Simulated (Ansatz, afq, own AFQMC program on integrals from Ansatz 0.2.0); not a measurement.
AFQMC on a folder of integrals that Ansatz 0.2.0 wrote.

```yaml
crystal:
  periodic: [false, false, false]
  atoms:
    - {symbol: Cl, position_ang: [0.000000, 0.000000, 0.000000]}
basis:
  gaussian: {orbitals: cc-pVDZ}
magnetization: {spin_polarized: true, initial_magnetization: 3}
correlation: {method: ccsd_t, electrons: outside_noble_gas, hamiltonian_folder: ham}
```

```sh
$ ansatz run in.yaml --threads 1 --pin off --events-out ev --progress --plain --max-ram 1382MiB
```

Options of the walk:

```
--method free --trial cid --walkers 20 --time-step 0.01 --max-blocks 120 --target-error 0.00064 --factor-cut 1e-05 --seed 2387 --times 0.0,0.4,0.8,1.6,2.4 --taylor-order 10
```

Times are imaginary, in 1/Eh. The walk had a cap of 168 s.

afq prints:

```
orbitals 13  electrons 5 2  factors 69 of 103
reference energy -458.70974161 Eh
CCSD correlation -0.12461216 Eh in 18 cycles, weight of the determinant in the CISD state 0.8137
repeat  energy at the last time / Eh  error
    10  -458.847038  0.002120
    20  -458.844396  0.001363
    30  -458.843880  0.000957
    40  -458.843716  0.000737
    50  -458.844062  0.000637
time / (1/Eh)  energy / Eh  error  mean overlap
  0.00  -458.834494  0.000240  1.2016
  0.40  -458.839116  0.000298  1.2109
  0.80  -458.841134  0.000499  1.2219
  1.60  -458.843230  0.000555  1.1924
  2.40  -458.843986  0.000628  1.1990
energy -458.843986 +/- 0.000628 Eh
```

The run passed its tests (error under three times the target), which doesn't prove that it has relaxed.

Against this walk (error 17.1 meV) on the same determinant: CCSD(T) 75.5 meV higher, CCSDT(Q) 203.8 meV lower, CCSDTQ 196.4 meV lower, full CI 197.5 meV lower. The error is statistical, and a free projection of finite length keeps a remainder of its start. The projection is still falling at its last time (meV from the last point: 258 ± 7 at 0.00, 133 ± 8 at 0.40, 78 ± 14 at 0.80, 21 ± 15 at 1.60, 0 ± 17 at 2.40), so its energy is a cut-off value, and the gaps above aren't errors of the other methods. Full CI is exact here, so the walk's 197 meV above it is the walk's own error: what remains of the start.

Cautions: remainder of the start not in the error; another spin lies lower (by 20.35 eV); in this basis the state lies above a state of the ion, a sign that the basis lacks the diffuse functions it needs, so its energy is an artefact of the basis; strong correlation (T1 0.046, weight of the determinant 0.81, largest double 0.35); CCSD(T) is in doubt: in a space of 7 electrons in 9 natural orbitals full CI lies 99 meV below it; the CCSDT(Q) amplitudes may be one of several solutions (largest double 0.98); the CCSDTQ amplitudes may be one of several solutions (largest double 0.99); so few walkers bias the energy.

The walk took 7.3 s on 1 thread of Arm Neoverse V1 (shared host). The log's last line is the free-projection energy.

CCSDT and higher add their correlation energy to the determinant of the CCSD(T) run, since their own runs factorise the integrals more tightly (a shift of under 2 meV).
